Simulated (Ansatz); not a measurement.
CHClF2 (`FC(F)Cl`). The species carries charge 0 and has multiplicity 1. Geometry: relaxed with PBE0-D4/def2-TZVP.

```xyz
5

F     0.327    1.216   -0.486
C    -0.053    0.066    0.075
F    -1.283   -0.222   -0.353
Cl    1.057   -1.221   -0.396
H    -0.047    0.161    1.161
```

What is the dipole moment at ωB97M-V/def2-TZVPP? (Estimate.)

Ansatz gave: 1.41 D, with components (0.10, 0.02, 1.40) D in this frame, pointing from negative to positive charge.

And with PBE, r2SCAN, B3LYP? (Best estimate.)

The calculation gave: PBE 1.31 D, r2SCAN 1.37 D, B3LYP 1.41 D.

Give the Mulliken charges with ωB97M-V, PBE, B3LYP in def2-TZVPP. (An estimate is asked.)

The calculation gave: 
```tsv
atom	ωB97M-V	PBE	B3LYP
F1	-0.16	-0.12	-0.17
C2	0.25	0.23	0.30
F3	-0.16	-0.12	-0.17
Cl4	-0.06	-0.09	-0.09
H5	0.12	0.11	0.12
```

B3LYP here is the variant with VWN-RPA as its local correlation; programs differ in this.
